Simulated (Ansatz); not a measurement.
Compare A (`C=CCC=O`) with its isomer B (`CC1(O)C=C1`).

Computed with Ansatz on PBE0-D4/def2-TZVP structures; ΔE is electronic, products minus reactants. CCSD(T)/CBS is the MP2 limit (def2-TZVPP, def2-QZVPP) plus CCSD(T) − MP2 in def2-TZVPP, frozen cores. Functionals use def2-TZVPP. One conformer a species, not always the lowest.

A:

Z-matrix (Å, degrees):
```
C
C 1 1.489
C 1 1.504 2 114.7
H 1 1.096 2 111.8 3 123.5
H 1 1.102 2 111.1 3 -119.5
C 2 1.324 1 124.2 3 -130.5
H 2 1.086 1 116.0 3 48.9
O 3 1.199 1 125.1 2 -4.1
H 3 1.112 1 114.3 2 176.8
H 6 1.086 2 121.7 1 0.5
H 6 1.084 2 121.4 1 -179.7
```

B:

Z-matrix (Å, degrees):
```
C
C 1 1.502
H 1 1.093 2 110.3
H 1 1.090 2 110.6 3 -120.6
H 1 1.093 2 110.3 3 118.8
O 2 1.410 1 107.9 3 -59.4
C 2 1.480 1 123.9 3 152.7
C 2 1.479 1 123.9 3 88.6
H 6 0.961 2 107.9 1 -180.0
H 7 1.080 2 148.0 1 73.7
H 8 1.080 2 148.0 1 -73.7
```

(1) Which isomer does CCSD(T)/CBS put lower? Give the gap. (An estimate is asked.)

(2) Give E(B) − E(A) in kJ/mol with MP2/def2-TZVPP, r2SCAN-D4, CCSD/def2-TZVPP, CCSD(T)/def2-TZVPP, LDA (SPW92), BLYP-D4, PBE-D4. (Estimate.)

(3) Does the order hold for the free energy at 298.15 K (harmonic terms from PBE0-D4)? (Estimate.)

Largest T1 diagnostic: 0.013.

Answers

(1) Ansatz gave: A, by 142.9 kJ/mol.

(2) The calculation gave: MP2/def2-TZVPP 136.2, r2SCAN-D4 141.0, CCSD/def2-TZVPP 151.8, CCSD(T)/def2-TZVPP 150.0, LDA (SPW92) 114.4, BLYP-D4 162.7, PBE-D4 138.1. None reverses the order clearly.

(3) Computed: Yes: G(B) − G(A) = +145.1 kJ/mol, for one conformer each.

From BLYP to BHLYP (50 % exact exchange), in def2-TZVPP and without D4, E(B) − E(A) moves by −6.5 kJ/mol. Leaving LDA and LC-ωPBE aside and taking each functional with its dispersion term where it has one, the values, not all of them listed here, spread over 28.6 kJ/mol, from PBE-QIDH to BLYP-D4. LDA lies −24.4 kJ/mol from PBE without D4.
